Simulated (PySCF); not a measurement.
CH, SMILES [CH] (connectivity only; charge and spin as stated), charge +1, multiplicity 1.

The structure is a stationary point at B3LYP-D3(BJ)/def2-TZVPD.

Lowest vertical singlet excitation by several levels in PySCF, with rough processor times relative to the cheapest run on one machine. Each run also gave further roots (ADC and EOM-CCSD ionised and attached states too); roots are paired by order and the bases differ. EOM-CCSD serves as a yardstick, not as the true value; all levels that ended soundly for this molecule are listed, with differences from unrounded values.

| level | relative cost | S1 (eV) | S1 minus EOM-CCSD (eV) |
|---|---|---|---|
| TDDFT-PBE/def2-TZVPD | 1 | 2.84 | -0.35 |
| TDDFT-PBE0/def2-TZVPD | 1 | 2.76 | -0.43 |
| TDDFT-ωB97X/def2-TZVPD | 2 | 2.89 | -0.31 |
| EOM-CCSD/aug-cc-pVDZ | 2 | 3.19 | 0.00 |
| ADC(3)/aug-cc-pVDZ | 7 | 2.86 | -0.33 |
